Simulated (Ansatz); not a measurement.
System: C2H3O2, charge 0, doublet. C2H3O2 (SMILES CO[C]=O, doublet).
B3LYP-D3(BJ)/def2-TZVP minimum from Ansatz (an electronic-structure program):
```xyz
7

C     -0.9614    -0.0741     0.0045
O     -0.8574    -1.2555    -0.0092
O     -0.0521     0.8706     0.0100
C      1.3414     0.4223    -0.0028
H      1.9343     1.3307     0.0041
H      1.5358    -0.1804     0.8822
H      1.5258    -0.1605    -0.9030
```
Charge 0, spin multiplicity 2.

Total energies in hartree (Ansatz). Radicals and triplets start from unrestricted determinants; spin-orbit coupling is neglected. Cores are frozen in correlated methods. No relativity. Where a partner has so few electrons that a lower coupled-cluster level is exact, that level stands in.

```tsv
species	HF/cc-pVTZ	CCSD(T)/cc-pVTZ	HF/cc-pVQZ	CCSD(T)/cc-pVQZ	CCSD(T)/cc-pVDZ	CCSDT(Q)/cc-pVDZ
1: C2H3O2 (SMILES CO[C]=O, doublet)	-227.24235	-228.05911	-227.25944	-228.12879	-227.83078	-227.83369
2: C (triplet)	-37.69157	-37.78076	-37.69331	-37.78654	-37.76038	-37.76071
3: O (triplet)	-74.81176	-74.97396	-74.81729	-74.99357	-74.90995	-74.91013
4: H (doublet)	-0.49981	-0.49981	-0.49995	-0.49995	-0.49928	-0.49928
```

Problem. Work out the atomisation energy (electronic, to ground-state atoms) in kcal/mol: take Hartree-Fock from cc-pVQZ, extrapolate the CCSD(T) correlation energy as X^-3 (X = 3, 4), and add CCSDT(Q) - CCSD(T) in cc-pVDZ. 1 hartree = 627.51 kcal/mol.

Solution. 
Species 1: correlation (64·(-0.86935) - 27·(-0.81676))/37 = -0.90773; step -0.00291; E1 = -227.25944 + (-0.90773) + (-0.00291) = -228.17008
Species 2: correlation (64·(-0.09323) - 27·(-0.08919))/37 = -0.09618; step -0.00033; E2 = -37.69331 + (-0.09618) + (-0.00033) = -37.78982
Species 3: correlation (64·(-0.17628) - 27·(-0.16220))/37 = -0.18655; step -0.00018; E3 = -74.81729 + (-0.18655) + (-0.00018) = -75.00402
Species 4: correlation (64·(0.00000) - 27·(0.00000))/37 = 0.00000; step +0.00000; E4 = -0.49995 + (0.00000) + (+0.00000) = -0.49995
-1·E1 +2·E2 +2·E3 +3·E4 = 1.08255 hartree = 679.3 kcal/mol.
